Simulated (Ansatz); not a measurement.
## Energy profile

The step: Si₂H₆ ([SiH3][SiH3]) + H₂S → SiH₄S ([SiH3][SH]) + SiH₄; bonds formed: Si1–S7, Si2–H6; bonds broken: Si1–Si2, H6–S7 (atoms numbered as in the saddle structure below).

| atom | x (Å) | y (Å) | z (Å) |
| --- | --- | --- | --- |
| Si1 | -1.0853 | -0.3832 | 0.2709 |
| Si2 | 0.7356 | 1.0547 | -0.8270 |
| H3 | -1.6915 | -1.4148 | -0.5973 |
| H4 | -1.4153 | -0.2727 | 1.7092 |
| H5 | -1.6842 | 0.9045 | -0.2720 |
| H6 | 0.6147 | -0.5385 | 0.0121 |
| S7 | 0.6598 | -2.1168 | 0.8666 |
| H8 | 0.0804 | 1.1637 | -2.1515 |
| H9 | 2.1959 | 0.8122 | -0.9932 |
| H10 | 0.5196 | 2.2553 | 0.0157 |
| H11 | 1.0703 | -1.4642 | 1.9663 |

Electronic energies by CCSD(T) at an estimated basis limit (MP2 extrapolated from triple and quadruple zeta, plus CCSD(T) − MP2 in triple zeta), on PBE0-D4/def2-TZVP structures; Si2H8S, singlet; no counterpoise correction. Program: Ansatz 0.2.0. Basis: def2-TZVPP and def2-QZVPP. Cores are frozen in the correlated methods. Extrapolation: Hartree–Fock as exp(−7.88 √X), correlation as X^−2.97.

(1) Give the profile in kcal/mol, counted from the separated reactants. (An estimate is asked for; the value comes from the calculation.)

No T1 diagnostic of these runs exceeds 0.015.

Results:

(1) By the calculation:
| point | kcal/mol |
| --- | --- |
| separated: Si2H6 (linked as [SiH3][SiH3]; Si1, Si2, H3, H4, H5, H8, H9, H10; singlet) + H2S (H6, S7, H11; singlet) | 0.00 |
| start structure | -1.54 |
| saddle | 50.27 |
| end structure | -14.13 |
| separated: SiH4S (linked as [SiH3][SH]; Si1, H3, H4, H5, S7, H11; singlet) + SiH4 (Si2, H6, H8, H9, H10; singlet) | -12.58 |

For scale, one of the runs: CCSD(T)/def2-TZVPP, 238 basis functions (an equivalent command: `ansatz run in.yaml --threads 4`). Time: 66 s of wall clock on 4 CPU threads; the host was shared. Peak host memory: 4 GiB.
